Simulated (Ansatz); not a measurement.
Basis-set extrapolation for `[CH]=C(F)F` radical (PBE0-D4/def2-TZVP geometry, frozen core, Ansatz). Multiplicity 2, UHF reference.

```tsv
	def2-TZVPP	def2-QZVPP
HF	-275.209845	-275.221745
MP2 correlation	-0.761258	-0.828408
CCSD(T) correlation	-0.812277	not run
```

Energies in hartree. Use E(X) = E(∞) + A·exp(−7.88·√X) for Hartree–Fock and E(X) = E(∞) + B·X^(−2.97) for correlation, with X = 3 and 4, and add CCSD(T) minus MP2 of the smaller set to the MP2 limit.

Task: What is the CCSD(T) energy at the basis-set limit?

Result: HF limit: -275.221745 + (-0.011900) × 0.13774 = -275.22338. MP2 limit: -0.828408 + (-0.067150) × 0.74074 = -0.87815. Higher-order term: -0.812277 − (-0.761258) = -0.05102. Total: -276.15255 hartree, 81.8 kcal/mol below CCSD(T)/def2-TZVPP.

The UHF reference is spin-contaminated (⟨S²⟩ = 0.90, T1 = 0.027).
